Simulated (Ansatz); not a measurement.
## C₃H₆F₂O, SMILES CC(O)(F)CF: a single point in a Gaussian basis, step by step

Program: Ansatz's Python interface.

At the Python prompt:
```pycon
>>> from pathlib import Path
>>> import warnings
>>> import ansatz as az
>>> from rdkit import Chem
>>> from rdkit.Chem import AllChem
>>> warnings.simplefilter("ignore", az.DeckWarning)
>>> # a force-field geometry from the SMILES
>>> rd = Chem.AddHs(Chem.MolFromSmiles("CC(O)(F)CF"))
>>> AllChem.EmbedMolecule(rd, randomSeed=79)
0
>>> AllChem.UFFOptimizeMolecule(rd)
0
>>> molecule = az.Crystal.molecule()
>>> for atom, xyz in zip(rd.GetAtoms(), rd.GetConformer().GetPositions()):
...     molecule = molecule.atom(atom.GetSymbol(), xyz.round(5).tolist())
...
>>> calc = molecule.calculation()
>>> calc = calc.basis(gaussian="6-31G*")
>>> calc = calc.functional("pbe").orbitals()
>>> print(calc.to_yaml())
crystal:
  periodic: [false, false, false]
  atoms:
    - { symbol: C, position_ang: [1.36759, -0.12988, 0.17661] }
    - { symbol: C, position_ang: [-0.00912, 0.31673, -0.3175] }
    - { symbol: O, position_ang: [-0.2357, 1.63448, 0.11067] }
    - { symbol: F, position_ang: [-0.01988, 0.2686, -1.70431] }
    - { symbol: C, position_ang: [-1.10805, -0.60345, 0.23022] }
    - { symbol: F, position_ang: [-0.92403, -1.89942, -0.21945] }
    - { symbol: H, position_ang: [1.40828, -0.10867, 1.28691] }
    - { symbol: H, position_ang: [1.59307, -1.15929, -0.17485] }
    - { symbol: H, position_ang: [2.14904, 0.55327, -0.2191] }
    - { symbol: H, position_ang: [-1.0191, 1.97408, -0.39613] }
    - { symbol: H, position_ang: [-1.09951, -0.59775, 1.34133] }
    - { symbol: H, position_ang: [-2.10258, -0.24869, -0.11442] }
basis:
  gaussian:
    orbitals: "6-31G*"
hamiltonian:
  xc: pbe
output:
  orbitals: {}
>>> done = calc.run(threads=1, runs_dir="c3h6f2o_runs")

>>> report = done.report
>>> report["free_energy_ev"]
-10677.593311729262
>>> report["positions_ang"]
[[1.36759, -0.12988, 0.17661], [-0.00912, 0.31673, -0.3175], [-0.2357, 1.63448, 0.11067], [-0.01988, 0.2686, -1.70431], [-1.10805, -0.60345, 0.23022], [-0.92403, -1.89942, -0.21945], [1.40828, -0.10867, 1.28691], [1.59307, -1.15929, -0.17485], [2.14904, 0.55327, -0.2191], [-1.0191, 1.97408, -0.39613], [-1.09951, -0.59775, 1.34133], [-2.10258, -0.24869, -0.11442]]
>>> report["reference_energy_ev"]
-10677.593311729262
>>> print(f"E = {report['free_energy_ev']:.6f} eV = {report['free_energy_ev'] / 27.211386246:.7f} Ha")
E = -10677.593312 eV = -392.3943167 Ha
>>> print("converged:", report["converged"], " doubts:", report["published_state_doubts"] or "none")
converged: True  doubts: none
>>> field = report["mean_field"]
>>> print("<S^2> =", round(abs(field["state"]["spin_squared"]), 4), " all-electron relativity setting:", field["relativity"])
<S^2> = 0.0  all-electron relativity setting: none
>>> print("passes:", field["passes"])
passes: {'evaluations': 18, 'products': 11}
>>> if "symmetry" in field:
...     print("occupied orbitals by irrep:", field["symmetry"]["occupied"])
...
occupied orbitals by irrep: [{'A': 25}, {'A': 25}]
>>> lines = Path(report["orbitals_path"]).read_text().splitlines()
>>> field_of = lambda key: [line.split("=")[1].strip() for line in lines if line.startswith(key)]
>>> orbitals = [(27.211386 * float(e), s, float(n)) for e, s, n in zip(field_of("Ene="), field_of("Spin="), field_of("Occup="))]
>>> homo = max(e for e, _, n in orbitals if n > 0.5)
>>> lumo = min(e for e, _, n in orbitals if n < 0.5)
>>> print(f"HOMO {homo:.3f} eV, LUMO {lumo:.3f} eV, gap {lumo - homo:.3f} eV")
HOMO -6.499 eV, LUMO 0.859 eV, gap 7.357 eV
```

Total energies depend on the basis set; only differences at equal settings carry meaning. The geometry is a force-field or estimated start, not a minimum of this method, and the basis set is short of its limit. Levels such as HOMO and LUMO are orbital energies: with these approximate functionals they aren't the ionisation energy and electron affinity, and their gap isn't the fundamental gap. Finished in 3.7 s on 1 thread of Intel(R) Xeon(R) Platinum 8259CL CPU @ 2.50GHz (Skylake/Cascade Lake) (shared host), peak memory 0.26 GiB.

(Lines on the test bed's own set-up are left out of the output.)
